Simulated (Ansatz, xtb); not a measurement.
# Relative energy of two structures of AlH7NSi+

We compare I, a singlet given by its coordinates, with II, a singlet given by its coordinates. Both are isolated ions in the gas phase, relaxed with PBE0-D3(BJ)/def2-SVP.

I (Å):

| atom | x (Å) | y (Å) | z (Å) |
| --- | --- | --- | --- |
| Al | 0.0892 | 1.6666 | 1.2616 |
| N | 1.2458 | 0.0829 | 1.4739 |
| Si | 0.9323 | -1.3536 | 0.3047 |
| H | -0.4774 | -1.7186 | 0.5831 |
| H | 0.7254 | 2.6539 | 0.2283 |
| H | -1.1862 | 1.5170 | 2.1551 |
| H | 2.2305 | 0.3618 | 1.3678 |
| H | 1.1651 | -0.2740 | 2.4355 |
| H | 1.9207 | -2.3948 | 0.6653 |
| H | 1.1313 | -0.7522 | -1.0357 |

Close contacts (Å): Al1–N2 1.97, N2–Si3 1.88, Al1–H5 1.56, Al1–H6 1.56, N2–H7 1.03, N2–H8 1.03, Si3–H4 1.48, Si3–H9 1.48, Si3–H10 1.48.

II (Å):

```yaml
atoms:
  - { symbol: Al, position_ang: [1.6662, 0.0068, 1.3724] }
  - { symbol: N, position_ang: [0.1183, 0.9405, 2.2932] }
  - { symbol: Si, position_ang: [1.0324, -1.0492, -0.7382] }
  - { symbol: H, position_ang: [-0.7835, 0.8794, 1.8073] }
  - { symbol: H, position_ang: [0.3052, 1.9420, 2.4324] }
  - { symbol: H, position_ang: [-0.0380, 0.5711, 3.2401] }
  - { symbol: H, position_ang: [2.8659, 0.2749, 2.3532] }
  - { symbol: H, position_ang: [1.6673, -2.3954, -0.7877] }
  - { symbol: H, position_ang: [1.5228, -0.1630, -1.8331] }
  - { symbol: H, position_ang: [-0.4574, -1.1409, -0.7552] }
```

Close contacts (Å): Al1–N2 2.03, Al1–Si3 2.44, Al1–H7 1.57, N2–H4 1.03, N2–H5 1.03, N2–H6 1.03, Si3–H8 1.49, Si3–H9 1.49, Si3–H10 1.49.

**Question.** Estimate which is lower in electronic energy at CCSD(T)/def2-TZVP, and by roughly how much.

**Answer.** The CCSD(T)/def2-TZVP calculation puts structure I lower, by 0.223 eV.

The same difference at several levels:

```tsv
level	geometry	E(II) − E(I) (eV)	departure from the last row (eV)	job, with rough time for the two
GFN2-xTB	GFN2-xTB	+0.927	+0.704	optimisation, 0.27 s
HF/STO-3G	GFN2-xTB	+0.892	+0.669	single point, 0.16 s
r2SCAN-D4/def2-SVP	GFN2-xTB	+0.163	−0.060	single point, 2.1 s
PBE0-D3(BJ)/def2-SVP	PBE0-D3(BJ)/def2-SVP	+0.016	−0.206	optimisation, 70 s
HF/def2-TZVP	PBE0-D3(BJ)/def2-SVP	+0.328	+0.106	part of the CCSD(T) run
MP2/def2-TZVP	PBE0-D3(BJ)/def2-SVP	+0.312	+0.089	part of the CCSD(T) run
CCSD(T)/def2-TZVP	PBE0-D3(BJ)/def2-SVP	+0.223		single point, 18 s
```

PBE0-D3(BJ)/def2-SVP finds them nearly level. The largest departure from CCSD(T)/def2-TZVP is that of GFN2-xTB, 0.704 eV. A small imaginary or near-zero mode remains, so no thermal terms are given.

The correlated steps freeze 11 core orbitals. Programs: Ansatz 0.2.0, xtb 6.7.1; the last row on 2 threads of Arm Neoverse V2 on a shared host.
